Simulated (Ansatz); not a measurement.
We consider bcc Ta, described by PBE (Ansatz, an electronic-structure program, plane waves, PAW).

Settings: plane-wave cutoff 520 eV, 24×24×24 k mesh, Fermi–Dirac smearing 0.05 eV, scalar-relativistic PAW data made under PBE.

Cell (relaxed at this level):

```
CELL_PARAMETERS angstrom
     -1.65953     1.65953     1.65953
      1.65953    -1.65953     1.65953
      1.65953     1.65953    -1.65953
ATOMIC_POSITIONS crystal
  Ta 0.00000 0.00000 0.00000
```

Q: What does this level give for the bulk modulus and pressure derivative B′ of the bulk modulus?

A: 
bulk modulus: 194 GPa
pressure derivative B′ of the bulk modulus: 3.9

The run finds no gap.

Measured, for comparison: bulk modulus 198 GPa (corrected for temperature and zero-point phonon effects, our sources range from 194 to 203; as tabulated in Levämäki et al. (2014), arXiv:1402.3671). Computed (rounded) less measured: bulk modulus -2 % (inside the range of the sources held).

Spin–orbit coupling is not included.

The result took around 60 core-seconds (rough).
